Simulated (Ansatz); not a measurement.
Coupled-cluster run, `C=C(C)O`.

```yaml
crystal:
  periodic: [false, false, false]
  atoms:
    - {symbol: C, position_ang: [-0.417231, 1.279531, -0.015548]}
    - {symbol: C, position_ang: [0.082950, 0.069212, -0.254876]}
    - {symbol: C, position_ang: [0.085697, -1.062177, 0.709527]}
    - {symbol: O, position_ang: [0.664774, -0.291572, -1.428542]}
    - {symbol: H, position_ang: [-0.390002, 2.067544, -0.760434]}
    - {symbol: H, position_ang: [-0.868600, 1.505764, 0.939428]}
    - {symbol: H, position_ang: [-0.452739, -1.916113, 0.289913]}
    - {symbol: H, position_ang: [1.110759, -1.388907, 0.903493]}
    - {symbol: H, position_ang: [-0.380463, -0.773904, 1.649924]}
    - {symbol: H, position_ang: [0.648055, 0.459423, -2.029983]}
basis:
  gaussian: {orbitals: def2-TZVPP}
correlation: {method: ccsd_t}
output: {orbitals: {seedname: orbitals}}
```

```sh
$ ansatz run in.yaml --threads 4 --pin off --events-out ev --progress --plain --max-ram 10444MiB
```

Log, shortened:

```
Functional definition: HF
  name "HF"
  cite "Fock, Z. Phys. 61, 126 (1930) doi:10.1007/BF01340294"
  parent pbe
  exchange = exact_x
  correlation = 0
1240 factors; integrals over basis functions are off by at most 9.2e-4 eV
mean field evaluation 1: about -5221.8018 eV, gradient 3.7e1 eV
mean field evaluation 2: about -5221.8072 eV, gradient 3.7e1 eV
mean field evaluation 4: about -5225.0845 eV, gradient 3.8e0 eV
mean field evaluation 8: about -5225.1286 eV, gradient 3.9e-4 eV
mean field -5225.12862986 eV, -192.0199354278 hartree, gradient 2.4e-6 eV, S^2 0.000000; 0 other end points of the search recorded, 0 dependent functions left out
4 core orbitals not correlated: weight in the atoms' cores, before any rotation towards them, 1.000 or more for the frozen orbitals, at most 0.000 for the correlated occupied ones
reference -5225.12862986 eV, -192.0199354278 hartree; 12, 12 occupied and 192, 192 virtual orbitals, 1240 factors
second order -20.17683818 eV of doubles, -0.00000000 eV of singles
cycle   1  -20.42847457 eV  change   -2.5e-1 eV  update   9.2e-2
cycle   2  -20.90121272 eV  change   -4.7e-1 eV  update   2.8e-2
cycle   3  -21.00918442 eV  change   -1.1e-1 eV  update   1.4e-2
cycle   4  -21.00286607 eV  change    6.3e-3 eV  update   3.8e-3
cycle   5  -21.00203645 eV  change    8.3e-4 eV  update   1.5e-3
cycle   6  -21.00255103 eV  change   -5.1e-4 eV  update   4.7e-4
cycle   7  -21.00229292 eV  change    2.6e-4 eV  update   1.4e-4
cycle   8  -21.00227688 eV  change    1.6e-5 eV  update   5.3e-5
cycle   9  -21.00229018 eV  change   -1.3e-5 eV  update   2.0e-5
perturbative correction -0.85868111 eV, -0.0315559488 hartree
Total energy: -5246.98960115 eV, -192.8233113049 hartree
```

Hardware: 4 threads of an Arm Neoverse V1 on a shared host. Wall time 44 s, peak host memory 3 GiB.

MP2 recovers 92.3 % of the CCSD(T) correlation energy and the triples give 3.9 %; T1 = 0.0115.
